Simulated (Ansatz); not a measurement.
# Strength of the C–H bond: C3H5 → C3H4 + H

Species: C3H5 `[CH2]C=C`, doublet; C3H4 (allene) `C=C=C`, singlet; H atom, doublet. 

Shapes, held fixed at every level: PBE0-D4/def2-TZVP. Flexible molecules stand in one conformer, not always the lowest. Programs: Ansatz 0.2.0. The zero-point and thermal change to 298 K, harmonic and unscaled (PBE0-D4/def2-TZVP), is -22.7 kJ/mol.

Problem. Estimate ΔH(298 K) of this reaction.

Solution. B2PLYP/def2-TZVPP gives ΔH(298 K) = +235.6 kJ/mol; the levels span +230.4 to +267.1. A fragment pairs its electrons up again, so this isn't a typical strength of such a bond. The median of the levels is +245.7. No measured value is set beside it here. Spin contamination: C3H5 (⟨S²⟩ up to 0.95). Open shells run unrestricted unless RO is named.

```
                level           kind  ΔH(298 K) (kJ/mol)
          HF/def2-SVP   Hartree–Fock              +261.3
     SPW92/def2-TZVPP            LDA              +246.7
    PBE-D4/def2-TZVPP            GGA              +230.4
  B3LYP-D4/def2-TZVPP  global hybrid              +244.1
   PBE0-D4/def2-TZVPP  global hybrid              +245.7
r2SCAN0-D4/def2-TZVPP  global hybrid              +267.1
    B2PLYP/def2-TZVPP  double hybrid              +235.6
```
